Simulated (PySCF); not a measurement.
Molecule: SMILES P, H3P.

Atom-mapped SMILES (the numbers label the heavy atoms): `[PH3:1]` (H(Xn): hydrogen on atom n).

Geometry PBE0-D3(BJ)/def2-SVP throughout; GIAO in PySCF 2.14.0 with density-fitted response routines, gas phase, one conformer, non-relativistic; equivalent atoms averaged; basis pcSseg-2.

(1) How do the shifts δ (against H3PO4, TMS at the same level) depend on the functional? (ppm; last column core-seconds on 1 thread of an Arm Neoverse V2, shared host; the GGAs took longer than the global hybrids here, which isn't the general rule, and the cause wasn't traced)

(2) Which nucleus moves most, in ppm?

Answers

(1) 
| functional | kind | P1 | H(P1) | core-s |
| --- | --- | --- | --- | --- |
| HF | Hartree–Fock | -237.0 | 2.25 | 0.38 |
| LDA | LDA | -314.6 | 1.95 | 1 |
| PBE | GGA | -287.1 | 1.95 | 1.4 |
| BLYP | GGA | -275.7 | 1.95 | 1.3 |
| BP86 | GGA | -282.1 | 1.98 | 1.3 |
| OPBE | GGA | -277.2 | 1.99 | 1.4 |
| KT2 | GGA | -276.8 | 1.91 | 1.3 |
| KT3 | GGA | -261.7 | 1.92 | 1.3 |
| B97-D | GGA | -264.9 | 2.01 | 1.4 |
| B3LYP | global hybrid | -271.6 | 2.02 | 1 |
| PBE0 | global hybrid | -280.1 | 2.04 | 1.1 |
| mPW1PW91 | global hybrid | -276.4 | 2.05 | 0.95 |

(2) P1 (phosphorus bonded to 3 H): from -314.6 ppm with LDA to -237.0 ppm with HF. The smallest spread is 0.34 ppm, at H(P1).
